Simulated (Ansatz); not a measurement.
Elastic constant C13 (GPa) of solids drawn from the class of elemental solids other than molecular ones, at two levels: PBE (PAW; Ansatz, a quantum-chemistry and plane-wave program), and r²SCAN (Ansatz, plane waves, PAW).

| solid | PBE | r²SCAN | shift (%) |
|---|---|---|---|
| hcp Re | 217 | 230 | +6.0 |
| hcp Tc | 186 | 201 | +8.1 |
| hcp Zn | 43.0 | 53.2 | +24 |
| hcp Cd | 29.3 | 32.8 | +11.9 |
| hcp Y | 21.1 | 19.7 | -6.6 |
| hcp Sc | 27.4 | 29.3 | +6.9 |
| double-hcp La | 10.2 | 9.87 | -3.2 |
| hcp Zr | 66.1 | 63.3 | -4.2 |
| hcp Ti | 75.3 | 77.4 | +2.8 |
| hcp Mg | 19.9 | 20.3 | +2.0 |

The shifts run from -6.6 % to +24 %, with a median of +4.4 %.

Over all 10 rows r²SCAN is the larger in 7.

Ansatz's runs of these crystals have no spin polarisation. A magnetic state wasn't tried for hcp Y, hcp Sc, hcp Ti with meta-GGA or hybrid levels, which favour moments.

Spin–orbit coupling is left out, also for the solids with elements from indium on (hcp Re, double-hcp La); its size isn't shown.

Each level is taken at its own relaxed cell. Ansatz's density-functional and Hartree–Fock values are scalar-relativistic unless marked +SOC, with PAW data made under PBE.
